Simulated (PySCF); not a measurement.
Mapped SMILES: `[CH3:1][CH2:2][CH2:3][C:4](=[O:5])[Cl:6]` (H(Xn): hydrogen on atom n).

Geometry: PBE0-D3(BJ)/def2-SVP; GIAO absolute shieldings from PySCF, gas phase, non-relativistic, averaged over equivalent atoms.

At WP04/pcSseg-1 (144 basis functions, 11 s wall time on 1 thread of an Arm Neoverse V1, shared host):
```csv
atoms,σ (ppm)
C4,-15.8
C3,120.5
C2,149.1
C1,156.3
O5,-244.5
Cl6,429.2
H(C3),29.01
H(C2),30.07
H(C1),30.64
```

What do these become at CAM-B3LYP/pcSseg-1?

Answers


| atoms | σ at CAM-B3LYP/pcSseg-1 | change |
| --- | --- | --- |
| C4 | -3.7 | +12.1 |
| C3 | 130.2 | +9.7 |
| C2 | 162.1 | +13.0 |
| C1 | 168.2 | +11.9 |
| O5 | -262.6 | -18.1 |
| Cl6 | 470.6 | +41.4 |
| H(C3) | 28.82 | -0.19 |
| H(C2) | 29.89 | -0.18 |
| H(C1) | 30.39 | -0.25 |

The largest change is at Cl6 (chlorine bonded to C). Cost: 144 basis functions, 14 s wall time on 1 thread of an Arm Neoverse V1, shared host. The order of the carbon signals is the same at both levels.

Carbons that carry Cl, above all several Cl atoms, come out too deshielded, partly because spin–orbit coupling is missing.
